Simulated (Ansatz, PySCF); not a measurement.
Bond stretch in SMILES Cl[Si](Cl)(Cl)Cl, singlet. The Si1–Cl5 bond (Si1 also carries Cl, Cl, Cl; Cl5 carries nothing else) is pulled apart rigidly from the PBE0/def2-TZVP optimised geometry.

- UHF/cc-pVDZ (PySCF)
- RHF/cc-pVDZ (PySCF)
- UKS-BHandHLYP = unrestricted BHandHLYP/cc-pVDZ run with PySCF
- RKS-BHandHLYP = restricted BHandHLYP/cc-pVDZ in PySCF
- UKS-TPSSh = unrestricted TPSSh/cc-pVDZ (PySCF)
- RKS-TPSSh = restricted TPSSh/cc-pVDZ (PySCF 2.14.0)
- UKS-PBE = unrestricted PBE/cc-pVDZ (Ansatz, an electronic-structure program)
- RKS-PBE = restricted PBE/cc-pVDZ in Ansatz

Scanned distances (Å): 1.53, 1.62, 1.72, 1.84, 1.88, 1.97, 2.02, 2.09, 2.15, 2.22, 2.36, 2.52, 2.73, 3.00, 3.36, 3.63, 4.05, 4.44, 4.99, 5.49, 6.14.

Problem. Where does the unrestricted solution first break spin symmetry (<S²> of 0.01 or more)?

Solution. UHF: between 2.73 and 3.00 Å; UKS-BHandHLYP: between 3.00 and 3.36 Å; UKS-TPSSh: between 3.00 and 3.36 Å; UKS-PBE: between 3.36 and 3.63 Å.

```
R / Å  <S²> UHF  E(RHF) − E(UHF) / mEh  <S²> UKS-BHandHLYP  E(RKS-BHandHLYP) − E(UKS-BHandHLYP) / mEh  <S²> UKS-TPSSh  E(RKS-TPSSh) − E(UKS-TPSSh) / mEh  <S²> UKS-PBE  E(RKS-PBE) − E(UKS-PBE) / mEh
-----  --------  ---------------------  ------------------  -----------------------------------------  --------------  ---------------------------------  ------------  -----------------------------
1.53       0.00                    0.0                0.00                                        0.0            0.00                                0.0          0.00                            0.0
1.62       0.00                    0.0                0.00                                        0.0            0.00                                0.0          0.00                            0.0
1.72       0.00                    0.0                0.00                                        0.0            0.00                                0.0          0.00                            0.0
1.84       0.00                    0.0                0.00                                        0.0            0.00                                0.0          0.00                            0.0
1.88       0.00                    0.0                0.00                                        0.0            0.00                                0.0          0.00                            0.0
1.97       0.00                    0.0                0.00                                        0.0            0.00                                0.0          0.00                            0.0
2.02       0.00                    0.0                0.00                                        0.0            0.00                                0.0          0.00                            0.0
2.09       0.00                    0.0                0.00                                        0.0            0.00                                0.0          0.00                            0.0
2.15       0.00                    0.0                0.00                                        0.0            0.00                                0.0          0.00                            0.0
2.22       0.00                    0.0                0.00                                        0.0            0.00                                0.0          0.00                            0.0
2.36       0.00                    0.0                0.00                                        0.0            0.00                                0.0          0.00                            0.0
2.52       0.00                    0.0                0.00                                        0.0            0.00                                0.0          0.00                            0.0
2.73       0.00                    0.0                0.00                                        0.0            0.00                                0.0          0.00                            0.0
3.00       0.53                    8.0                0.00                                        0.0            0.00                                0.0          0.00                            0.0
3.36       0.85                   34.4                0.52                                        7.5            0.22                                0.8          0.00                            0.0
3.63       0.94                   55.4                0.73                                       17.9            0.49                                5.3          0.25                            0.7
4.05       0.99                   84.1                0.90                                       34.5            0.70                               13.9          0.56                            5.6
4.44       1.01                  105.4                0.97                                       47.8            0.79                               20.6          0.68                           10.1
4.99       1.01                  127.3                1.01                                       61.9            0.86                               27.1          0.77                           14.6
5.49       1.01                  140.4                1.01                                       70.3            0.89                               30.7          0.80                           17.0
6.14       1.01                  151.5                1.01                                       77.0            0.91                               33.5          0.82                           18.8
```
